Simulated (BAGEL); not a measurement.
**One shape, several levels: triplet C2H4OS**

We compute a comparison of 5 runs (UHF/STO-3G, UHF/3-21G, ROHF/6-31G*, UHF/6-31G*, ROHF/6-311+G**) of triplet C2H4OS. 

The results are computed with BAGEL 1.2.2.

2 further runs of the same task are left out: 1 that didn't finish, 1 set aside as unsound or not needed. Runs told in other sessions of the task aren't counted.

## (1) The system as given

C2H4OS: 8 atoms, total charge 0, spin state triplet. As SMILES of the parent species, `C=C(O)S`. The shape is that of a PBE0-D4/def2-TZVP optimisation. That shape belongs to the parent species and isn't relaxed for this state.

Bond lengths: C1–C2 1.328 Å, C2–O3 1.355 Å, C2–S4 1.767 Å, C1–H5 1.083 Å, C1–H6 1.079 Å, O3–H7 0.963 Å, S4–H8 1.347 Å. Angles: C1–C2–O3 121.8°, C1–C2–S4 121.7°, O3–C2–S4 116.5°, C2–C1–H5 120.0°, C2–C1–H6 120.5°, C2–O3–H7 108.6°, C2–S4–H8 96.3°, H5–C1–H6 119.5°.

## (2) The energy at UHF/STO-3G (density fitting with qzvpp-jkfit) (run 1)

The input, calc.json:

```json
{ "bagel": [

{
  "title": "molecule",
  "basis": "sto-3g",
  "df_basis": "qzvpp-jkfit",
  "angstrom": true,
  "geometry": [
    { "atom": "C", "xyz": [      -0.672000,       1.056100,      -0.360900 ] },
    { "atom": "C", "xyz": [       0.108300,       0.045500,       0.002800 ] },
    { "atom": "O", "xyz": [       1.338400,      -0.136200,      -0.535700 ] },
    { "atom": "S", "xyz": [      -0.378000,      -1.095400,       1.261900 ] },
    { "atom": "H", "xyz": [      -0.297700,       1.811800,      -1.039800 ] },
    { "atom": "H", "xyz": [      -1.684100,       1.126300,       0.006300 ] },
    { "atom": "H", "xyz": [       1.868700,      -0.654200,       0.078600 ] },
    { "atom": "H", "xyz": [      -0.191300,      -2.211000,       0.531000 ] }
  ]
},

{
  "title": "uhf",
  "nopen": 2
},

{
  "title": "print",
  "file": "orbitals.molden",
  "orbitals": true
}

]}
```

Started as:

```bash
BAGEL_NUM_THREADS=1 BAGEL calc.json > calc.out
```

What it wrote:

```text
* using 1 threads per process

  ===============================================================
  ===============================================================

  *** Geometry ***

  { "atom" : "C", "xyz" : [     -1.269896,      1.995740,     -0.682002 ] },
  { "atom" : "C", "xyz" : [      0.204657,      0.085983,      0.005291 ] },
  { "atom" : "O", "xyz" : [      2.529209,     -0.257381,     -1.012326 ] },
[... 4 lines of this table left out ...]
  { "atom" : "H", "xyz" : [     -0.361505,     -4.178184,      1.003445 ] },

  Number of auxiliary basis functions:      427

  Since a DF basis is specified, we compute 2- and 3-index integrals:
    o Being stored without compression. Storage requirement is 0.003 GB

  Number of basis functions:       28
  Number of electrons      :       40

    * METHOD: MOLECULE                             0.11

  *** Open-shell HF ***

  === Nuclear Repulsion ===
   155.4070275594

      * DIIS with orbital gradients will be used.

  === UHF iteration (sto-3g) ===
      0       -543.87744830          0.02438467           0.02
      1       -543.94210350          0.00803734           0.03
      2       -543.95457981          0.00381078           0.02
[... 13 lines of this table left out ...]
     16       -543.96062428          0.00000000           0.02
    * SCF iteration converged.

    * S^2 (UHF) is 2.0229

    * Permanent dipole moment:
           (   -0.130994,     0.282516,    -0.129877) a.u.

    * METHOD: UHF                                  0.48

    * METHOD: PRINT                                0.00

  ===============================================================
```

Run time: 0.72 s. Hardware: 1 thread of Arm Neoverse V2, shared host.

## (3) A single-point energy at UHF/3-21G (density fitting with qzvpp-jkfit) (run 2)

The input, hf.json:

```json
{ "bagel" : [

{
  "title" : "molecule",
  "basis" : "3-21g",
  "df_basis" : "qzvpp-jkfit",
  "angstrom" : true,
  "geometry" : [
    { "atom" : "C", "xyz" : [   -0.672000,    1.056100,   -0.360900 ] },
    { "atom" : "C", "xyz" : [    0.108300,    0.045500,    0.002800 ] },
    { "atom" : "O", "xyz" : [    1.338400,   -0.136200,   -0.535700 ] },
    { "atom" : "S", "xyz" : [   -0.378000,   -1.095400,    1.261900 ] },
    { "atom" : "H", "xyz" : [   -0.297700,    1.811800,   -1.039800 ] },
    { "atom" : "H", "xyz" : [   -1.684100,    1.126300,    0.006300 ] },
    { "atom" : "H", "xyz" : [    1.868700,   -0.654200,    0.078600 ] },
    { "atom" : "H", "xyz" : [   -0.191300,   -2.211000,    0.531000 ] }
  ]
},
{ "title" : "uhf", "nopen" : 2 },
{ "title" : "print", "file" : "orbitals.molden", "orbitals" : true }

]}
```

Started as:

```bash
BAGEL_NUM_THREADS=1 BAGEL hf.json > hf.out
```

What it wrote:

```text
* using 1 threads per process

  ===============================================================
  ===============================================================

  *** Geometry ***

  { "atom" : "C", "xyz" : [     -1.269896,      1.995740,     -0.682002 ] },
  { "atom" : "C", "xyz" : [      0.204657,      0.085983,      0.005291 ] },
  { "atom" : "O", "xyz" : [      2.529209,     -0.257381,     -1.012326 ] },
[... 4 lines of this table left out ...]
  { "atom" : "H", "xyz" : [     -0.361505,     -4.178184,      1.003445 ] },

  Number of auxiliary basis functions:      427

  Since a DF basis is specified, we compute 2- and 3-index integrals:
    o Being stored without compression. Storage requirement is 0.008 GB

  Number of basis functions:       48
  Number of electrons      :       40

    * METHOD: MOLECULE                             0.11

  *** Open-shell HF ***

  === Nuclear Repulsion ===
   155.4070275594

      * DIIS with orbital gradients will be used.

  === UHF iteration (3-21g) ===
      0       -547.30199283          0.04363677           0.04
      1       -547.40655346          0.02306033           0.04
      2       -547.43792509          0.01404407           0.04
[... 18 lines of this table left out ...]
     21       -547.45837684          0.00000001           0.04
    * SCF iteration converged.

    * S^2 (UHF) is 2.0249

    * Permanent dipole moment:
           (   -0.151592,     0.274077,     0.012448) a.u.

    * METHOD: UHF                                  1.05

    * METHOD: PRINT                                0.00

  ===============================================================
```

Run time: 1.3 s. Hardware: 1 thread of Arm Neoverse V2, shared host.

Runs 3 to 4 aren't shown in full; the table further down has their settings and results.

## (4) A single-point energy at ROHF/6-311+G(d,p) (density fitting with qzvpp-jkfit) (run 5)

The input, input.json:

```json
{ "bagel": [

{
  "title": "molecule",
  "basis": "6-311+gss.json",
  "df_basis": "qzvpp-jkfit",
  "angstrom": true,
  "geometry": [
    { "atom": "C", "xyz": [      -0.672000,       1.056100,      -0.360900 ] },
    { "atom": "C", "xyz": [       0.108300,       0.045500,       0.002800 ] },
    { "atom": "O", "xyz": [       1.338400,      -0.136200,      -0.535700 ] },
    { "atom": "S", "xyz": [      -0.378000,      -1.095400,       1.261900 ] },
    { "atom": "H", "xyz": [      -0.297700,       1.811800,      -1.039800 ] },
    { "atom": "H", "xyz": [      -1.684100,       1.126300,       0.006300 ] },
    { "atom": "H", "xyz": [       1.868700,      -0.654200,       0.078600 ] },
    { "atom": "H", "xyz": [      -0.191300,      -2.211000,       0.531000 ] }
  ]
},

{
  "title": "rohf",
  "nopen": 2
},

{
  "title": "print",
  "file": "orbitals.molden",
  "orbitals": true
}

]}
```

The basis set 6-311+G** is read from a file made from the Basis Set Exchange's data (not shown).

Started as:

```bash
BAGEL_NUM_THREADS=1 BAGEL input.json > input.out
```

What it wrote:

```text
* using 1 threads per process

  ===============================================================
  ===============================================================

  *** Geometry ***

  { "atom" : "C", "xyz" : [     -1.269896,      1.995740,     -0.682002 ] },
  { "atom" : "C", "xyz" : [      0.204657,      0.085983,      0.005291 ] },
  { "atom" : "O", "xyz" : [      2.529209,     -0.257381,     -1.012326 ] },
[... 4 lines of this table left out ...]
  { "atom" : "H", "xyz" : [     -0.361505,     -4.178184,      1.003445 ] },

  Number of auxiliary basis functions:      427

  Since a DF basis is specified, we compute 2- and 3-index integrals:
    o Being stored without compression. Storage requirement is 0.049 GB

  Number of basis functions:      120
  Number of electrons      :       40

    * METHOD: MOLECULE                             0.20

  *** Open-shell HF ***

  === Nuclear Repulsion ===
   155.4070275594

      * DIIS with orbital gradients will be used.

  === ROHF iteration (6-311+gss.json) ===
      0       -549.82401430          0.05659138           0.14
      1       -549.91708654          0.05545744           0.14
      2       -550.01502458          0.04600488           0.14
[... 21 lines of this table left out ...]
     24       -550.34170681          0.00000001           0.14
    * SCF iteration converged.

    * S^2 (ROHF) is 2.0000

    * Permanent dipole moment:
           (   -0.125249,     0.287793,    -0.063552) a.u.

    * METHOD: ROHF                                 3.79

    * METHOD: PRINT                                0.02

  ===============================================================
```

It took 4.2 s on 1 thread of Arm Neoverse V2, shared host; peak memory 0.14 GiB.

## (5) All runs side by side

```
run                                                                level  energy (Eh)  dipole moment (D)   ⟨S²⟩  wall time
  1                        UHF/STO-3G (density fitting with qzvpp-jkfit)  -543.960624               0.86  2.023     0.72 s
  2                         UHF/3-21G (density fitting with qzvpp-jkfit)  -547.458377               0.80  2.025      1.3 s
  3  ROHF/6-31G* (density fitting with qzvpp-jkfit, spherical functions)  -550.257543               0.64  2.000      1.9 s
  4   UHF/6-31G* (density fitting with qzvpp-jkfit, spherical functions)  -550.266823               0.65  2.026      1.9 s
  5                    ROHF/6-311+G** (density fitting with qzvpp-jkfit)  -550.341707               0.81  2.000      4.2 s
```

## (6) What came out

| quantity | value |
| --- | --- |
| run 5: total energy | -550.34171 Eh |
| run 5: dipole moment | 0.81 D |
| run 5: ⟨S²⟩ | 2.000 |

What this shows: The dipole moment (its size) runs from 0.64 D (ROHF/6-31G*) to 0.86 D (UHF/STO-3G). The two ends differ in method and basis. In run 1 the basis is minimal, so the values are rough. All runs together took 10 s, the longest 4.2 s.
